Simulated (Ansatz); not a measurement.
Basis-set extrapolation for C4H7NS, SMILES `C=CNC(=C)S` (PBE0-D4/def2-TZVP geometry, frozen core, Ansatz 0.2.0). Multiplicity 1, RHF reference.

```csv
,def2-TZVPP,def2-QZVPP
HF,-607.567476,-607.588119
MP2 correlation,-1.033012,-1.104801
CCSD(T) correlation,-1.132042,not run
```

Energies in hartree. Use E(X) = E(∞) + A·exp(−7.88·√X) for Hartree–Fock and E(X) = E(∞) + B·X^(−2.97) for correlation, with X = 3 and 4, and add CCSD(T) minus MP2 of the smaller set to the MP2 limit.

Task: What is the CCSD(T) energy at the basis-set limit?

Result: HF limit: -607.588119 + (-0.020643) × 0.13774 = -607.59096. MP2 limit: -1.104801 + (-0.071789) × 0.74074 = -1.15798. Higher-order term: -1.132042 − (-1.033012) = -0.09903. Total: -608.84797 hartree, 93.2 kcal/mol below CCSD(T)/def2-TZVPP.
